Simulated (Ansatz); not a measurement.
Relaxation of C$_{4}$H$_{8}$OS (14 atoms, charge 0, multiplicity 1), to a largest force component of 0.02 eV/Å in at most 50 steps.

These are results of RKS PBE0-D4/def2-SVP in Ansatz, not measurements.

```xyz
14
Properties=species:S:1:pos:R:3:forces:R:3
C -2.305 -1.930 0.244 -2.43 2.00 -1.41
C -1.140 -1.335 0.255 1.58 -0.20 0.49
S -0.887 0.243 -0.417 1.37 0.40 -0.22
C 1.011 0.408 -0.150 -2.60 1.41 1.82
C 1.437 1.695 -0.765 -1.18 0.82 1.09
O 1.232 0.410 1.241 -0.83 0.09 0.19
H -2.491 -2.870 0.655 -0.25 -1.79 0.81
H -3.171 -1.360 -0.207 0.65 -0.84 0.41
H -0.302 -1.859 0.743 0.16 0.42 -0.19
H 1.459 -0.444 -0.590 0.75 -1.28 -0.54
H 1.240 1.754 -1.804 -0.32 0.08 -1.48
H 0.994 2.580 -0.247 -0.20 -0.55 -0.29
H 2.466 1.827 -0.600 2.06 0.03 0.16
H 0.446 0.851 1.673 1.25 -0.58 -0.85
```

Question: Where does it end, and by what steps?

Answer: It converged. After 13 steps the energy has fallen by 0.469 eV; H9 moved furthest, 0.45 Å.

| step | energy less start (eV) | largest force component (eV/Å) | accepted |
| --- | --- | --- | --- |
| 0 | 0.0000 | 2.604 | yes |
| 1 | -0.3643 | 0.856 | yes |
| 2 | -0.4127 | 0.472 | yes |
| 3 | -0.4356 | 0.324 | yes |
| 4 | -0.4582 | 0.117 | yes |
| 5 | -0.4571 | 0.218 | no |
| 6 | -0.4616 | 0.031 | yes |
| 7 | -0.4654 | 0.099 | yes |
| 8 | -0.4665 | 0.197 | yes |
| 9 | -0.4657 | 0.331 | no |
| 10 | -0.4688 | 0.078 | yes |
| 11 | -0.4688 | 0.054 | yes |
| 12 | -0.4691 | 0.030 | yes |
| 13 | -0.4693 | 0.019 | yes |

```xyz
14
Properties=species:S:1:pos:R:3
C -2.329 -1.951 0.159
C -1.218 -1.234 0.350
S -0.896 0.316 -0.403
C 0.929 0.395 -0.153
C 1.412 1.712 -0.726
O 1.287 0.211 1.177
H -2.481 -2.882 0.710
H -3.119 -1.633 -0.527
H -0.436 -1.556 1.048
H 1.371 -0.450 -0.704
H 1.189 1.788 -1.801
H 0.928 2.560 -0.215
H 2.500 1.793 -0.582
H 0.849 0.899 1.695
```

Run time: 62 s on 2 threads of Arm Neoverse V1, with other jobs on the host, peak memory 0.32 GiB.
